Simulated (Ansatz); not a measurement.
Geometry optimisation, RKS PBE/def2-SVP (Ansatz 0.2.0).

input.yaml

```yaml
crystal:
  periodic: [false, false, false]
  atoms:
    - { symbol: B, position_ang: [-0.384517, -0.267195, -0.837859] }
    - { symbol: O, position_ang: [0.890634, 0.256976, 1.374765] }
    - { symbol: H, position_ang: [0.67497, -0.609658, 1.776083] }
    - { symbol: H, position_ang: [1.486671, -0.01028, 0.626864] }
    - { symbol: F, position_ang: [-1.482859, 0.348757, -0.608253] }
basis:
  gaussian: { orbitals: def2-SVP }
hamiltonian:
  xc: pbe
relax:
  f_tol: 0.03
  max_steps: 50
```

Command:

```bash
$ ansatz run input.yaml --threads 1 --pin off --max-ram 2048MiB --backend cpu --events-out ev --progress --plain --runs-dir out
```

Q: Where does it end, and by what steps?

A: It converged. After 4 steps the energy has fallen by 0.007 eV; O2 moved furthest, 0.05 Å.

```csv
step,energy less start (eV),largest force component (eV/Å),accepted
0,0.0000,0.478,yes
1,-0.0052,0.126,yes
2,-0.0048,0.075,no
3,-0.0066,0.050,yes
4,-0.0069,0.020,yes
```

```xyz
5
Properties=species:S:1:pos:R:3
B -0.358 -0.281 -0.800
O 0.853 0.256 1.334
H 0.660 -0.610 1.746
H 1.474 -0.003 0.623
F -1.445 0.355 -0.571
```

Time of the run: 4.3 s on 1 thread of Arm Neoverse V2 (shared host), peak memory 0.12 GiB.
